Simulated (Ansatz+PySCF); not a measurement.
## triplet H2O2 in separate pieces: levels of theory in one basis

```tsv
atom	x (Å)	y (Å)	z (Å)
O	0.0000	0.0000	-0.1085
H	0.0000	0.0000	0.8679
O	10.0000	0.0000	-0.1085
H	10.0000	0.0000	0.8679
```

Basis set: STO-3G (spherical functions). Frozen core: 2 orbitals. Correlation on ROHF uses semicanonical orbitals with singles. Charge 0, multiplicity 3.

Computed with Ansatz (development build ahead of 0.2.0); each method stands on the lowest determinant of its kind that the runs found. NEVPT2 correlates all electrons. Active spaces start from the frontier orbitals, and the lowest solution found is given.

| method | E − E(ROHF) (eV) | <S²> of the determinant |
| --- | --- | --- |
| ROHF | 0.00 | 2.00 |
| UHF | -0.06 | 2.01 |
| ROHF-MP2 | -0.91 | – |
| UHF-MP2 | -0.93 | 2.01 |
| ROHF-CCSD | -1.42 | – |
| ROHF-CCSD(T) | -1.42 | – |
| full CI (lowest root of this spin) | -1.42 | – |
| CASSCF(6,4) | 0.00 | – |
| SC-NEVPT2(6,4) | -0.92 | – |

(1) Is a single determinant a sound starting point here?

## Answers

(1) It is doubtful: the CASSCF occupations are far from whole numbers, though unrestricted orbitals gain only 0.06 eV with <S²> 2.01 against 2.00 for a pure state. The CASSCF(6,4) natural occupations are 1.50, 1.50, 1.50, 1.50.
